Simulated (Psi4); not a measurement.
Psi4 input (wB97X-D/6-31G*):

```
memory 1500 MB

molecule {
-1 2
O    -0.00000000   -0.00000000   -0.99326010
S     0.00000000    0.00000000    0.49663005
symmetry c1
no_reorient
no_com
}

set {
  basis 6-31G*
  reference uks
  scf_type pk
  dft_radial_points 99
  dft_spherical_points 590
  e_convergence 1e-8
  d_convergence 1e-7
  maxiter 150
}

e = energy('wb97x-d')
print_out(f'\nFINAL {e:.10f} DIPOLE {variable("CURRENT DIPOLE")[0]:.6f} {variable("CURRENT DIPOLE")[1]:.6f} {variable("CURRENT DIPOLE")[2]:.6f}\n')
```

From the last part of the output:

```
  HONO-1 :   12  A 1.9990527
  HONO-0 :   13  A 1.0000000
  LUNO+0 :   14  A 0.0009473
  LUNO+1 :   15  A 0.0003178
  LUNO+2 :   16  A 0.0001234
  LUNO+3 :   17  A 0.0000432

Computation Completed

Properties will be evaluated at   0.000000,   0.000000,   0.000000 [a0]

Properties computed using the SCF density matrix

 Multipole Moments:

 ------------------------------------------------------------------------------------
     Multipole            Electronic (a.u.)      Nuclear  (a.u.)        Total (a.u.)
 ------------------------------------------------------------------------------------

 L = 1.  Multiply by 2.5417464519 to convert [e a0] to [Debye]
 Dipole X            :          0.0000000            0.0000000            0.0000000
 Dipole Y            :          0.0000000            0.0000000            0.0000000
 Dipole Z            :          0.2360708            0.0000000            0.2360708
 Magnitude           :                                                    0.2360708

 ------------------------------------------------------------------------------------

FINAL -473.3150380013 DIPOLE 0.000000 0.000000 0.236071

*** Psi4 exiting successfully. Buy a developer a beer!
```

The dipole moment of an ion depends on the origin.
